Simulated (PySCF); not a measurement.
# Cost of excited-state runs on `C[C-](C#N)C#N`, [C4H3N2]-, charge -1

Geometry:
```csv
atom,x (Å),y (Å),z (Å)
C1,-0.959,-0.571,0.191
C2,0.319,0.189,-0.082
C3,1.506,-0.486,-0.179
N4,2.502,-1.086,-0.272
C5,0.291,1.554,-0.184
N6,0.238,2.716,-0.279
H7,-0.909,-1.574,-0.242
H8,-1.158,-0.686,1.268
H9,-1.816,-0.050,-0.246
```

Total charge -1.

PySCF with density fitting, on 1 thread of an Arm Neoverse V2, shared host. Command: `OMP_NUM_THREADS=1 python excited_run.py task.json out`

**Question.** How long does each of these runs take, and how much memory?
- magnetisability and related constants, CAM-B3LYP/cc-pVDZ; fitting basis def2-qzvpp-jkfit
- magnetisability and related constants, KT3/aug-pcSseg-1; isotopologues
- magnetisability and related constants, wB97X/3-21G; IEF-PCM acetonitrile; guess vsap

**Answer.** 
```tsv
run	level	basis functions	wall time	peak memory (GiB)
magnetisability and related constants	CAM-B3LYP/cc-pVDZ	99	8.1 s	0.6
magnetisability and related constants	KT3/aug-pcSseg-1	183	19 s	0.56
magnetisability and related constants	wB97X/3-21G	60	4.1 s	0.44
```
Times from a shared host are rough.
